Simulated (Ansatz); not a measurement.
Species: NH₃ (charge +1, doublet). 
Structure (B3LYP-D3(BJ)/def2-TZVP (Ansatz, a first-principles code) minimum search):
```xyz
4

N      0.0000     0.0000     0.0000
H     -0.0107     1.0250    -0.0304
H      0.8933    -0.5037     0.0001
H     -0.8826    -0.5214     0.0303
```
Charge +1, spin multiplicity 2.

Basis-set convergence of Hartree-Fock and CCSD(T) correlation energies (hartree) with Ansatz. Valence correlation only, unless marked. UHF or UKS for open shells. No spin-orbit coupling. Non-relativistic.

```csv
basis,functions,E(HF),"E(corr, CCSD(T))"
def2-SVPD,44,-55.83972,-0.17135
def2-TZVPPD,88,-55.90518,-0.20184
def2-QZVPPD,162,-55.90763,-0.21308
```

Extrapolating the two largest sets (X = 3 and 4) as X^-3: E(corr) = (64·(-0.21308) - 27·(-0.20184))/37 = -0.2213 Eh, an estimate of the basis-set limit. The largest set recovers 96.3 % of it, the smallest 77.4 %.
